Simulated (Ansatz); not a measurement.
Antiferromagnetic (type II) rock-salt NiO, treated with LDA in Ansatz (plane waves, PAW).

Settings: plane-wave cutoff 930 eV, 14×14×14 k mesh, spin-polarised with opposed moments, scalar-relativistic PAW data made under PBE.

Computed at the level's own relaxed cell.

Problem. What does this level give for the Voigt–Reuss–Hill bulk modulus, polycrystal shear modulus (Hill average), Young modulus and Poisson ratio?

Solution. 
* **Voigt–Reuss–Hill bulk modulus**: 252 GPa
* **polycrystal shear modulus (Hill average)**: 76.2 GPa
* **Young modulus**: 208 GPa
* **Poisson ratio**: 0.363

Elastic constants are with the ions relaxed.

Computing time: very roughly 50 core-minutes.

Ansatz is an electronic-structure program.
